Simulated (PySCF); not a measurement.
Structure from NMR data

An unknown has the formula C6H6. Its calculated NMR data are:

¹H NMR (500 MHz, computed): δ 2.19 (s, 6H).

¹³C{¹H} NMR (computed): δ 30.9 (CH, 6C).

- PBE0-D3(BJ)/def2-TZVP geometry
- B3LYP/pcJ-2 coupling constants (without the spin–dipole term)
- NMR shieldings at PBE0/pcSseg-2/GIAO
- run in PySCF
- no relativistic terms, one averaged value for each set of equivalent atoms, single conformer, in vacuum

Scale: TMS for ¹H (31.52 ppm), ¹³C (186.03 ppm) (reference shieldings calculated alike).

Question: Which candidate is it?
A. C12C3C1C1C2C31
B. C1=CC2C3C1C23
C. CC#CC#CC

Answer: A. 

Rings plus π bonds: 4 (4 rings in the answer). 1 carbon signal for 6 carbons: some carbons are equivalent by symmetry or fast rotation. Carbon types of the structure: 6 × CH, which accounts for all hydrogens. δC 30.9: three-membered-ring carbon; saturated and bonded to C and H only. δH 2.19: hydrogen on a three-membered-ring carbon.

The others: C1=CC2C3C1C23 would give 3 carbon signals, not 1; CC#CC#CC would give 3 carbon signals, not 1.

Shifts are as computed. Against solution values, carbons near 30 ppm lie about +3 ppm off and those near 130 ppm about +9 ppm. Of 1211 compounds with measured shifts, 218 miss one by over three times the rms of a fit or turn the order of signals round; such compounds aren't used in these exercises.
